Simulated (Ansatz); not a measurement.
A nudged elastic band was laid between two geometries of BH₅S (7 atoms, charge 0, multiplicity 1).

These are results of RKS PBE/def2-SVP (Ansatz), not measurements.

| Property | Result |
| --- | --- |
| movable images | 9 |
| climbing image | yes |
| spring | 5.0 eV/Å² |
| optimiser | quadratic models (default) |
| start path | through a guess of the saddle point |
| force threshold | 0.05 eV/Å |
| iteration limit | 60 |
| end points | relaxed |

Initial state:

```xyz
7
Properties=species:S:1:pos:R:3
B 0.027 -0.021 0.075
H 0.345 0.679 1.030
H 0.868 -0.032 -0.816
H -1.140 0.042 -0.278
S 0.322 -1.824 0.864
H -0.222 -2.688 -0.046
H -0.735 -1.993 1.715
```

Final state:

```xyz
7
Properties=species:S:1:pos:R:3
B 0.066 -0.471 -1.043
H -0.250 -0.364 3.531
H 0.975 0.298 -1.272
H -1.062 -0.301 -1.453
S 0.498 -1.885 -0.054
H -0.723 -2.494 -0.002
H -0.040 -0.620 2.836
```

What changes between the two ends?

Bonds broken: B1–H2, S5–H7. Bonds formed: H2–H7. BH5S becomes BH3S + H2.

What energy profile does the band end with?

It converged. The highest image is number 4 of 0 to 10, 12.0 kcal/mol above the first end and 15.6 kcal/mol above the last; the last end lies 3.6 kcal/mol below the first. A vibrational analysis at the climbing image gives one clearly imaginary mode, 430i cm⁻¹: a first-order saddle point. The orbitals stay closed-shell, which can raise the energy where a bond breaks towards radicals; this wasn't checked here.

```csv
image,path coordinate (Å),energy (kcal/mol),B1–H2 (Å),S5–H7 (Å),H2–H7 (Å)
0,0.00,0.0,1.23,1.37,2.96
1,0.75,1.4,1.22,1.37,2.74
2,1.50,2.3,1.22,1.37,2.80
3,2.25,6.9,1.23,1.36,1.98
4,3.00,12.0,1.28,1.56,1.22
5,3.73,5.0,1.65,2.30,0.81
6,4.46,-0.9,2.36,2.82,0.77
7,5.18,-3.1,3.04,3.28,0.77
8,5.91,-3.4,3.69,3.41,0.77
9,6.63,-3.5,4.15,3.30,0.77
10,7.36,-3.6,4.59,3.20,0.77
```

What is the geometry of the highest image?


```xyz
7
Properties=species:S:1:pos:R:3
B -0.026 -0.212 0.081
H -0.272 0.153 1.282
H 1.021 0.305 -0.249
H -1.041 -0.142 -0.578
S 0.491 -2.208 0.344
H -0.775 -2.711 0.394
H 0.066 -1.023 1.269
```

What are the harmonic wavenumbers there?

430i, 355, 532, 605, 840, 907, 1014, 1063, 1089, 1239, 1684, 2214, 2518, 2607, 2633 cm⁻¹.

Run time: 59 s on 1 thread of Intel(R) Xeon(R) 6975P-C (Granite Rapids), with other jobs on the host, peak memory 0.13 GiB.
